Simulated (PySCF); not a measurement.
These compounds are isomers of formula C5H9F.

A. SMILES C/C=C(\F)CC
B. `FC(=C(C)C)C`
C. `CC(C)=CCF`

Spectrum 1. $^{1}$H NMR (300 MHz, computed): δ 1.93 (d of sept, J = 17.2, 1.7 Hz, 3H), 1.67 (dq, J = 4.3, 1.9 Hz, 3H), 1.62 (dq, J = 3.5, 1.4 Hz, 3H). $^{13}$C{$^{1}$H} NMR (computed): δ 158.2 (C, d, J = 309.2 Hz), 113.2 (C, d, J = 16.7 Hz), 19.9 (CH3, d, J = 1.9 Hz), 16.6 (CH3, d, J = 10.9 Hz), 15.3 (CH3, d, J = 31.4 Hz).

Spectrum 2. $^{1}$H NMR (300 MHz, computed): δ 4.55 (dq, J = 27.4, 8.0 Hz, 1H), 2.04 (dqq, J = 19.3, 8.4, 1.4 Hz, 2H), 1.70 (ddt, J = 8.0, 3.7, 1.4 Hz, 3H), 1.11 (t, J = 8.4 Hz, 3H). $^{13}$C{$^{1}$H} NMR (computed): δ 169.4 (C, d, J = 322.7 Hz), 106.0 (CH, d, J = 16.1 Hz), 29.9 (CH2, d, J = 27.1 Hz), 13.6 (CH3), 11.3 (CH3, d, J = 6.5 Hz).

Spectrum 3. $^{1}$H NMR (300 MHz, computed): δ 5.75 (d of t of sept, J = 12.2, 7.9, 1.9 Hz, 1H), 4.94 (d of d of sept, J = 53.8, 7.9, 1.3 Hz, 2H), 1.78 (dq, J = 6.4, 1.6 Hz, 3H), 1.67 (ddt, J = 4.9, 2.0, 1.1 Hz, 3H). $^{13}$C{$^{1}$H} NMR (computed): δ 143.1 (C, d, J = 10.0 Hz), 130.4 (CH, d, J = 18.9 Hz), 80.1 (CH2, d, J = 228.0 Hz), 28.4 (CH3), 19.0 (CH3).

Computational details: J couplings at B3LYP/pcJ-1 (spin–dipole term left out of most H,H and C,H couplings), geometry: PBE0-D3(BJ)/def2-SVP, GIAO PBE0/pcSseg-1 shieldings, in PySCF 2.14.0 with density-fitted response routines (in vacuum, non-relativistic Hamiltonian, equivalent nuclei averaged, one computed conformer).

δ = σ(ref) − σ, references computed at the same level: TMS for $^{1}$H (σ = 31.27 ppm), $^{13}$C (σ = 184.41 ppm). Multiplet labels drop J under 1 Hz and among equivalent protons, and merge close values. Unscaled 3J(H,H) run several per cent high. Vicinal couplings that depend on rotamer populations or ring flexing (ring, CH–CH, X–H and H–F types) are those of the one conformer. One-bond C–F couplings are unscaled and too large by tens of Hz. Shifts are as computed. Against solution values, carbons near 30 ppm lie about +2 ppm off and those near 130 ppm about +5 ppm. Of 1211 compounds with measured shifts, 218 miss one by over three times the rms of a fit or turn the order of signals round; such compounds aren't used in these exercises.

Problem. Which spectrum belongs to which compound?

Solution. 1–B, 2–A, 3–C.

- Spectrum 1 (B): 5 $^{13}$C signals; δC 158.2 is a fully substituted alkene carbon; δC 113.2 is a fully substituted alkene carbon.
- Spectrum 2 (A): 5 $^{13}$C signals; δC 106.0 is an alkene CH; δC 29.9 is an allylic sp3 CH2.
- Spectrum 3 (C): 5 $^{13}$C signals; δC 143.1 is a fully substituted alkene carbon; δC 130.4 is an alkene CH.
